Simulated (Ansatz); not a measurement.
Molecule: dihydrogen, H2, charge 0, multiplicity 1. SMILES: [H][H]
Structure (B3LYP-D3(BJ)/def2-TZVP (Ansatz, a quantum-chemistry and plane-wave program) minimum search):
```
H
H 1 0.7440
```
Charge 0, spin multiplicity 1.

Computed values are from Ansatz. UHF or UKS for open shells. Spin-orbit coupling is left out. No relativistic terms. Basis-set limits of correlation are two-point, X^-3; Hartree-Fock from the larger set (for Q and 5 zeta extrapolated as (X+1)exp(-9√X)).

Question: What is the atomisation energy De at CCSD(T)/CBS(cc-pVQZ,cc-pV5Z)?

Answer: 458.2 kJ/mol.

Question: What is the dipole moment at CCSD(T)/aug-cc-pVDZ?

Answer: 0.00 D.

Question: What is the T1 diagnostic at CCSD/cc-pV5Z?

Answer: 0.006.

Question: What is the vertical ionisation energy (to the doublet) at CCSD(T)/CBS(aug-cc-pVTZ,aug-cc-pVQZ)?

Answer: 16.43 eV.

Question: What is the total energy at CCSD(T)/CBS(cc-pVQZ,cc-pV5Z)?

Answer: -1.1745 Eh.
